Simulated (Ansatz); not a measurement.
**BeLi− (singlet): PBE, r2SCAN, PBE0, B3LYP, wB97M-V, B2PLYP, RPA-PBE over vertical spin and charge gaps, aug-cc-pVTZ**

Aim: run BeLi− (singlet) with these functionals over vertical spin and charge gaps, and hold them against the top wave-function level at the same points.

Method: aug-cc-pVTZ, all electrons in the functionals, frozen cores in the correlation of double hybrids and RPA; program: Ansatz 0.2.0, Gaussian basis.

To be run: PBE, r2SCAN, PBE0, B3LYP, wB97M-V, B2PLYP, RPA-PBE, at charge -1, singlet; charge -1, triplet; charge 0, doublet.

13 further runs of the same task are left out: 3 for a known fault of the program, 1 that didn't finish, 9 set aside as unsound or not needed.

### Step 1. The geometry

The geometry is a PBE0/def2-TZVPD stationary point (not a proven minimum).

2 atoms, charge -1, spin multiplicity 1.

Atoms are counted from 1 here; the program's logs count them from 0.

No contacts short enough for the rule that draws bonds.

Geometry (Å):

```xyz
2
charge -1, multiplicity 1
Li    0.00000    0.00000    0.00000
Be    0.00000    0.00000    2.93600
```

No dispersion term is added; wB97M-V holds VV10 nonlocal correlation. B3LYP takes the VWN-RPA correlation.

The geometry shown and the zero of energy belong to the point charge -1, singlet. The yardstick, FCI, and other wave-function levels (R restricted, U unrestricted, valence and pair active spaces) come from earlier runs.

### Step 2. PBE, charge -1, singlet

Contents of in.yaml:

```yaml
crystal:
  periodic: [false, false, false]
  atoms:
    - {symbol: Li, position_ang: [0.000000, 0.000000, 0.000000]}
    - {symbol: Be, position_ang: [0.000000, 0.000000, 2.936000]}
basis:
  gaussian: {orbitals: aug-cc-pVTZ}
total_charge: -1
magnetization: {spin_polarized: true, initial_magnetization: 0}
hamiltonian: {xc: {name: PBE}}
output: {orbitals: {seedname: orbitals}}
```

Run with:

```
> ansatz run in.yaml --threads 1 --pin off --events-out ev --progress --plain --max-ram 2393MiB
```

After this run come: PBE, charge -1, triplet; PBE, charge 0, doublet; r2SCAN, charge -1, singlet; r2SCAN, charge -1, triplet; r2SCAN, charge 0, doublet; PBE0, charge -1, singlet; PBE0, charge -1, triplet; PBE0, charge 0, doublet; B3LYP, charge -1, singlet; B3LYP, charge -1, triplet; B3LYP, charge 0, doublet; wB97M-V, charge -1, singlet; wB97M-V, charge -1, triplet; wB97M-V, charge 0, doublet; B2PLYP, charge -1, singlet; B2PLYP, charge -1, triplet; B2PLYP, charge 0, doublet; RPA-PBE, charge -1, singlet; RPA-PBE, charge -1, triplet; RPA-PBE, charge 0, doublet.

**Question.** What will the summary of the whole plan be? Wanted: singlet to triplet, FCI; removing an electron; largest miss, PBE; largest miss, r2SCAN; largest miss, PBE0; largest miss, B3LYP; largest miss, wB97M-V; largest miss, B2PLYP; largest miss, RPA-PBE.

The runs gave:

| quantity | value |
| --- | --- |
| singlet to triplet, FCI | 0.408 eV |
| removing an electron (doublet), FCI | 0.740 eV |
| largest miss, PBE | -0.152 eV (singlet to triplet) |
| largest miss, r2SCAN | -0.165 eV (singlet to triplet) |
| largest miss, PBE0 | -0.167 eV (singlet to triplet) |
| largest miss, B3LYP | -0.140 eV (singlet to triplet) |
| largest miss, wB97M-V | -0.232 eV (removing an electron (doublet)) |
| largest miss, B2PLYP | -0.214 eV (removing an electron (doublet)) |
| largest miss, RPA-PBE | +0.152 eV (removing an electron (doublet)) |
| largest miss, RCCSD(T) | -0.024 eV (removing an electron (doublet)) |
| largest miss, UCCSD(T) | -0.091 eV (removing an electron (doublet)) |

What this shows: Of the functionals, B3LYP keep the smallest largest miss at the points compared (at most 0.140 eV) and wB97M-V strays most (0.232 eV, at removing an electron (doublet)). PBE, r2SCAN, PBE0, B3LYP, B2PLYP, RPA-PBE clearly break the spin symmetry at some points (⟨S²⟩ up to 0.75 above the pure value), so energy there is bought with a mixed spin. Functionals and the yardstick converge differently with the basis, so part of each miss in aug-cc-pVTZ is the basis.
